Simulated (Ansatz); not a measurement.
# Worked example: BH4⁺, quintet against BH$_{4}$⁺, triplet

Geometry (PBE0/def2-TZVP stationary point of a triplet), kept for both states:

```json
{"atom": "B", "x (Å)": "0.0000", "y (Å)": "0.0000", "z (Å)": "0.0000"}
{"atom": "H", "x (Å)": "0.4725", "y (Å)": "0.4863", "z (Å)": "1.0573"}
{"atom": "H", "x (Å)": "-0.4858", "y (Å)": "-0.4709", "z (Å)": "1.0582"}
{"atom": "H", "x (Å)": "-0.4719", "y (Å)": "0.4714", "z (Å)": "-1.0643"}
{"atom": "H", "x (Å)": "0.4852", "y (Å)": "-0.4868", "z (Å)": "-1.0513"}
```

Basis cc-pVTZ; Ansatz 0.2.0. Only valence electrons are correlated (noble-gas cores frozen). Prefix R: restricted or restricted open-shell reference; prefix U: unrestricted.

Full CI isn't at hand for all of this; UCCSDT(Q) serves as the reference, and is uncertain by about the last step of the cluster series.

Coupled cluster chose its determinant by trial CCSD, here up to 0.36 eV above the lowest Hartree–Fock solution of its kind, and MP2 stands on that determinant too.

```json
{"level": "UMP2", "E(BH4⁺, triplet) (hartree)": "-26.609508", "E(BH4⁺, quintet) (hartree)": "-26.154960"}
{"level": "UCCSD(T)", "E(BH4⁺, triplet) (hartree)": "-26.634715", "E(BH4⁺, quintet) (hartree)": "-26.185736"}
{"level": "PBE", "E(BH4⁺, triplet) (hartree)": "-26.674197", "E(BH4⁺, quintet) (hartree)": "-26.229296"}
{"level": "wB97M-V", "E(BH4⁺, triplet) (hartree)": "-26.684427", "E(BH4⁺, quintet) (hartree)": "-26.218864"}
{"level": "UCCSDT(Q)", "E(BH4⁺, triplet) (hartree)": "-26.635372", "E(BH4⁺, quintet) (hartree)": "-26.187402"}
```

Task: Give the vertical gap, BH4⁺ quintet less BH4⁺ triplet, at each level in eV (1 hartree = 27.2114 eV), and each error against UCCSDT(Q).

Result: UCCSDT(Q): (-26.187402 − (-26.635372)) × 27.2114 = 12.190 eV (the reference)
wB97M-V: (-26.218864 − (-26.684427)) × 27.2114 = 12.669 eV, error 0.479 eV
PBE: (-26.229296 − (-26.674197)) × 27.2114 = 12.106 eV, error -0.084 eV
UCCSD(T): (-26.185736 − (-26.634715)) × 27.2114 = 12.217 eV, error 0.027 eV
UMP2: (-26.154960 − (-26.609508)) × 27.2114 = 12.369 eV, error 0.179 eV

Total energies of functionals can't be set beside those of wave-function methods, since they hold the core's correlation and their own absolute errors; only the differences compare.

Each level lands on the state that its own search finds; the functionals scatter so widely here that some may stand on another one. T1 diagnostics of restricted CCSD: 0.019 and 0.022.
